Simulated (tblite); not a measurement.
Compound: silanimine, H3NSi.
SMILES: `N=[SiH2]`

Computed values, GFN2-xTB/tblite, gas phase, harmonic and unscaled. This tight-binding method is rough: wavenumbers can miss measured ones by several per cent, in bad cases by 10 to 20. Modes of hydrogen on silicon can be 10 to 20 % off.

Harmonic wavenumbers (cm⁻¹): 445.0, 510.7, 646.8, 790.1, 854.5, 1307.2, 2223.9, 2359.6, 3437.6.

A = 146790, B = 16428, C = 14775 MHz; mass 45.003 u (most abundant isotopes); point group Cs, symmetry number 1.

Q: Zero-point energy?

A: ½Σν̃ = 6288 cm⁻¹ = 17.98 kcal/mol.

Q: What is S at 298.15 K and 1 bar for an ideal gas of classical rigid rotors and harmonic oscillators?

A: Translation 37.36, rotation 19.74, vibration 2.23: S = 59.3 cal/(mol K).

Q: And Cp and H(298.15 K) − H(0)?

A: Cp = 12.87 cal/(mol K), of which vibrations give 4.92 (their classical limit is 9 R = 17.9); H(298.15 K) − H(0) = 2.86 kcal/mol without the zero-point energy, 0.49 from vibrations.

Q: How do the functions run with temperature in this model?

A: 
| T (K) | S (cal/(mol K)) | Cp (cal/(mol K)) | H − H(0) (kcal/mol) | G − H(0) (kcal/mol) | ln q(vib) |
| --- | --- | --- | --- | --- | --- |
| 100 | 48.5 | 8.2 | 0.80 | -4.05 | 0.00 |
| 200 | 54.7 | 10.4 | 1.71 | -9.23 | 0.08 |
| 300 | 59.4 | 12.9 | 2.88 | -14.94 | 0.30 |
| 500 | 66.9 | 16.3 | 5.84 | -27.61 | 0.98 |
| 800 | 75.3 | 19.4 | 11.23 | -48.99 | 2.13 |
| 1000 | 79.7 | 20.7 | 15.24 | -64.51 | 2.88 |

q(vib) and H(0) count from the zero-point level.

Q: Which modes carry the vibrational entropy at 298.15 K?

A: 445.0 cm⁻¹: 0.81; 510.7 cm⁻¹: 0.63; 646.8 cm⁻¹: 0.38; 790.1 cm⁻¹: 0.22; 854.5 cm⁻¹: 0.17; 1307.2 cm⁻¹: 0.03 cal/(mol K); the other 3 give 0.00 together.

Q: What must be added to the electronic energy to get the Gibbs energy at 298.15 K and 1 bar?

A: ZPE + [H(298.15 K) − H(0)] − T·S = 17.98 + 2.86 − 17.69 = 3.15 kcal/mol.
